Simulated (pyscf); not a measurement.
Optimised with ωB97X-D3(BJ)/def2-SVP in PySCF.

### Question
Estimate by transition-state theory the rate constant of H₃C–ZnH + methanol (H₃C–OH) → H₃C–O–Zn–CH₃ + hydrogen (H₂) (singlet surface; H–Zn, H–O broken, O–Zn, H–H formed) at 600 K, with ωB97M-D3(BJ)/def2-TZVP energies (ideal gas, 1 atm, RRHO with modes under 100 cm⁻¹ raised to 100, one conformer, R ln 2 for chiral ones without a mode under 150 cm⁻¹; no tunnelling).

### Answer
The electronic barrier is 17.6 kcal/mol and the thermal terms add +17.1, so ΔG‡ = 34.7 kcal/mol. With k_BT/h = 1.25e+13 s⁻¹ and RT = 1.192 kcal/mol, and a volume of 8.18e-20 cm³ per molecule at 1 atm, k = 2.4e-19 cm³ molecule⁻¹ s⁻¹. Wigner's tunnelling factor for 1184i cm⁻¹ would be 1.34. A shift of 1 kcal/mol in the barrier changes k by a factor 2.3. On the reactant side the descent ends in an adduct with a O–Zn contact (not fully relaxed), 9.3 kcal/mol under the separated species and 25.3 kcal/mol under the saddle at ωB97X-D3(BJ)/def2-TZVP. What is counted as formed (O–Zn) is already present as a longer contact in the reactant adduct; forming that adduct is a step of its own. At the saddle there is also a short H–Zn contact that neither side keeps. This is the saddle that the search found; another between the same sides may lie lower. Elements up to Kr have no core potential and no relativistic terms here.
